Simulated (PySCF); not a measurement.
# H5NSi: the cost of one run

Program: PySCF 2.14.0. Level of theory: levels as typed in each script, gas phase, geometry from GFN2-xTB. These are calculated values, not measurements.

**1. The starting structure**

SMILES `N[SiH3]`, 7 atoms, charge 0, spin multiplicity 1.

Bond lengths: N1–Si2 1.723 Å, N1–H3 1.008 Å, N1–H4 1.007 Å, Si2–H5 1.460 Å, Si2–H6 1.472 Å, Si2–H7 1.461 Å. Angles: Si2–N1–H3 118.7°, Si2–N1–H4 118.7°, H3–N1–H4 109.5°, N1–Si2–H5 105.0°, N1–Si2–H6 115.3°, N1–Si2–H7 104.9°, H5–Si2–H6 108.9°, H5–Si2–H7 113.3°, H6–Si2–H7 109.4°.

Coordinates:

```xyz
7
charge 0, multiplicity 1
N    -1.14068    0.00027    0.06824
Si    0.58077    0.00045   -0.00224
H    -1.63654   -0.82465   -0.22978
H    -1.63749    0.82023   -0.24043
H     0.98684   -1.21489    0.69846
H     1.15578   -0.01441   -1.35724
H     0.98542    1.22552    0.68265
```

**2. Density, bond paths and surface potential (PBE0/def2-tzvp)**

Input file input.py:

```python
import numpy as np
from pyscf import gto, scf, dft
from pyscf.scf import atom_ks, atom_hf
from scipy.linalg import block_diag

def solve(mol, dm0=None, hcore=None):
    mf = (dft.UKS if mol.spin else dft.RKS)(mol, xc='pbe0')
    mf.grids.level = 3
    mf = mf.density_fit(auxbasis='def2-universal-jkfit')
    mf.conv_tol, mf.max_cycle = 1e-8, 80
    if hcore is not None:
        mf.get_hcore = lambda *args: hcore
    mf.kernel(dm0)
    if not mf.converged:
        mf = mf.newton().run(mf.mo_coeff, mf.mo_occ, max_cycle=30)
    assert mf.converged, 'SCF not converged'
    return mf

mol = gto.M(atom='''
N     -1.14068     0.00027     0.06824
Si     0.58077     0.00045    -0.00224
H     -1.63654    -0.82465    -0.22978
H     -1.63749     0.82023    -0.24043
H      0.98684    -1.21489     0.69846
H      1.15578    -0.01441    -1.35724
H      0.98542     1.22552     0.68265
''', basis='def2-tzvp', charge=0, spin=0, verbose=4)
mf = solve(mol)
mf.analyze()
# spherically averaged free atoms, for the promolecule
atm = atom_ks.get_atm_nrks(mol, xc='pbe0')
pro = block_diag(*[(atm[a[0]][2] * atm[a[0]][3]) @ atm[a[0]][2].T for a in mol._atom])
np.savez('result.npz', e=mf.e_tot, c=mf.mo_coeff, occ=mf.mo_occ, eps=mf.mo_energy, pro=pro, dip=mf.dip_moment(verbose=0), s2=mf.spin_square()[0])
```

The run is started by

```bash
$ OMP_NUM_THREADS=1 python input.py
```

Q: Estimate wall time and peak memory on 1 thread of Arm Neoverse N1, shared host.

About 11 s, with a peak of 0.39 GiB.
